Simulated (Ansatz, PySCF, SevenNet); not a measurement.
How well does each level of theory give the bulk modulus B0 of zinc-blende GaSb?

Reference value: 57 GPa (measured, temperature not stated, not corrected to a static lattice; as tabulated in Toher et al. (2017), arXiv:1611.05714).

Question: What do SevenNet-0, LDA, PBE, RPBE, PBE-D3(BJ), r²SCAN, PBE0, Hartree–Fock, MP2 give, and how far is each from the reference?

Answer: 
```csv
level (code),value (GPa),cell (Å³/atom),difference (%)
SevenNet-0,41.4,30.04,-27
LDA (Ansatz),55.4,27.66,-2.8
PBE (Ansatz),44.7,29.99,-22
RPBE (Ansatz),40.2,31.02,-29
PBE-D3(BJ) (Ansatz),50.2,28.78,-11.9
r²SCAN (Ansatz),53.4,28.82,-6.3
PBE0 (Ansatz),55.0,28.81,-3.5
Hartree–Fock (Ansatz),59.2,30.14,+3.9
MP2 (PySCF),56.5 ± 2,28.85,-0.9
```

The reference's temperature isn't stated, so close values are not ranked against it. Off by more than 20 %, or 28 % on the side where a correction would as a rule narrow the miss (bounds picked here): RPBE (-29 %), SevenNet-0 (-27 %), PBE (-22 %).

The reference isn't brought to a static lattice, while the calculations are for one, so the differences are not the levels' errors alone. A static lattice is as a rule stiffer than a warm one, by over a tenth in soft solids.  A ± on a computed value is a rough bar: the spread of its extrapolation, a floor set from checks against published values, or a statistical error. Each level is taken at its own relaxed cell. Cutoffs and k meshes differ between the levels. Ansatz's density-functional and Hartree–Fock values are scalar-relativistic unless marked +SOC, with PAW data made under PBE.

Machine-learned potentials (SevenNet-0) are trained on DFT data: a solid inside that data is no test of them.

Differences are worked out from the printed values.

Ansatz is a quantum-chemistry and plane-wave program.
